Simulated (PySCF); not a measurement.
## How exact exchange moves a shielding

Molecule: `CCC=C(F)F`, C4H6F2.

Structure with atom numbers: `[CH3:1][CH2:2][CH:3]=[C:4]([F:5])[F:6]`. Hydrogens are named by the atom that carries them.

GIAO shieldings (ppm, equivalent atoms averaged) in PySCF on the PBE0-D3(BJ)/def2-SVP geometry, basis pcSseg-2, gas phase, non-relativistic:

| functional | exact exchange (%) | σ(C4) | σ(C2) | σ(F6) | σ(F5) |
| --- | --- | --- | --- | --- | --- |
| BLYP | 0 | 2.5 | 151.2 | 247.3 | 251.2 |
| BP86 | 0 | 8.8 | 156.5 | 247.4 | 251.3 |
| PBE | 0 | 8.5 | 156.6 | 245.4 | 249.6 |
| PBE0 | 25 | 14.2 | 163.4 | 265.5 | 268.8 |
| mPW1PW91 | 25 | 13.4 | 162.6 | 266.1 | 269.4 |
| BHandHLYP | 50 | 14.6 | 164.4 | 285.0 | 287.5 |
| HF | 100 | 28.6 | 174.2 | 314.5 | 316.2 |

(1) Fit each shielding as a line in the percentage of exact exchange.

(2) What does the line predict for B3LYP (20 %), and what does the run give?

Answers

(1) σ(C4) = 6.9 + 0.21 x (rms 2.4 ppm); σ(C2) = 155.8 + 0.19 x (rms 2.3 ppm); σ(F6) = 247.7 + 0.69 x (rms 1.7 ppm); σ(F5) = 251.6 + 0.66 x (rms 1.5 ppm). The functionals also differ in their semilocal parts, which the line can't hold; Hartree–Fock has no correlation at all.

(2) σ(C4): 11.1 predicted, 7.4 computed; σ(C2): 159.6 predicted, 157.2 computed; σ(F6): 261.5 predicted, 263.6 computed; σ(F5): 264.8 predicted, 266.8 computed ppm.
